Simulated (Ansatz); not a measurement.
**C₄H₅F: how energies converge with the basis set**

An exercise on one series of results from a longer session: the logs are not shown, and one member is left open.

Method: one geometry, several basis sets; program: Ansatz 0.2.0, Gaussian basis.

The runs, in order: PBE0-D4/def2-SVP; ωB97M-V/def2-SVP; PBE0-D4/def2-QZVPP; ωB97M-V/def2-QZVPP; the functionals' def2-TZVPP values are taken from earlier runs.

## The geometry

An earlier PBE0-D4 in a triple-zeta def2 set relaxation fixed the geometry.

SMILES `C=CC(=C)F`, 10 atoms, charge 0, spin multiplicity 1.

Atoms are counted from 1 here; the program's logs count them from 0.

Bond lengths: C1–C2 1.330 Å, C1–H6 1.083 Å, C1–H7 1.083 Å, C2–C3 1.448 Å, C2–H8 1.085 Å, C3–C4 1.328 Å, C3–F5 1.342 Å, C4–H9 1.081 Å, C4–H10 1.081 Å. Angles: C2–C1–H6 121.0°, C2–C1–H7 121.3°, H6–C1–H7 117.7°, C1–C2–C3 124.2°, C1–C2–H8 120.8°, C3–C2–H8 115.0°, C2–C3–C4 126.3°, C2–C3–F5 114.4°, C4–C3–F5 119.3°, C3–C4–H9 121.2°, C3–C4–H10 119.6°, H9–C4–H10 119.2°.

As a file:

```mol
C4H5F
  3D, bonds by distance, orders not assigned

 10  9  0  0  0  0  0  0  0  0999 V2000
   -1.4475   -0.6551   -0.9052 C   0  0
   -0.6411   -0.3563    0.1093 C   0  0
    0.6302    0.3228   -0.0331 C   0  0
    1.4656    0.6405    0.9488 C   0  0
    0.9505    0.6406   -1.2975 F   0  0
   -2.3879   -1.1648   -0.7385 H   0  0
   -1.1881   -0.3982   -1.9249 H   0  0
   -0.9094   -0.6177    1.1275 H   0  0
    2.3979    1.1500    0.7481 H   0  0
    1.2128    0.3872    1.9684 H   0  0
  1  2  8  0
  2  3  8  0
  3  4  8  0
  3  5  8  0
  1  6  8  0
  1  7  8  0
  2  8  8  0
  4  9  8  0
  4 10  8  0
M  END
```

Set-up of the first run:

in.yaml reads:

```yaml
crystal:
  periodic: [false, false, false]
  atoms:
    - {symbol: C, position_ang: [-1.447511, -0.655131, -0.905222]}
    - {symbol: C, position_ang: [-0.641107, -0.356347, 0.109252]}
    - {symbol: C, position_ang: [0.630242, 0.322771, -0.033113]}
    - {symbol: C, position_ang: [1.465576, 0.640533, 0.948772]}
    - {symbol: F, position_ang: [0.950524, 0.640592, -1.297464]}
    - {symbol: H, position_ang: [-2.387916, -1.164806, -0.738480]}
    - {symbol: H, position_ang: [-1.188060, -0.398202, -1.924862]}
    - {symbol: H, position_ang: [-0.909447, -0.617725, 1.127548]}
    - {symbol: H, position_ang: [2.397872, 1.150018, 0.748055]}
    - {symbol: H, position_ang: [1.212825, 0.387197, 1.968413]}
basis:
  gaussian: {orbitals: def2-SVP}
hamiltonian: {xc: pbe0, dispersion: d4}
output: {orbitals: {seedname: orbitals}}
```

On the command line:

```console
$ ansatz run in.yaml --threads 4 --pin off --events-out ev --progress --plain --max-ram 10444MiB
```

Among the steps run: PBE0-D4 in def2-SVP; ωB97M-V in def2-SVP; PBE0-D4 in def2-QZVPP; ωB97M-V in def2-QZVPP.

One table of the session follows, with a row left open; its other results are not shown here.

It belongs to the step «Functionals by basis». 

| functional | basis | HOMO (eV) |
| --- | --- | --- |
| PBE0-D4 | def2-SVP | -6.93 |
| PBE0-D4 | def2-TZVPP | ? |
| PBE0-D4 | def2-QZVPP | -7.03 |
| ωB97M-V | def2-SVP | -9.04 |
| ωB97M-V | def2-TZVPP | -9.12 |
| ωB97M-V | def2-QZVPP | -9.14 |

Estimate the missing values for PBE0-D4, def2-TZVPP.

The run gave: HOMO (eV): -7.01. In the column «HOMO (eV)» it lies between PBE0-D4, def2-QZVPP (-7.03) and PBE0-D4, def2-SVP (-6.93).
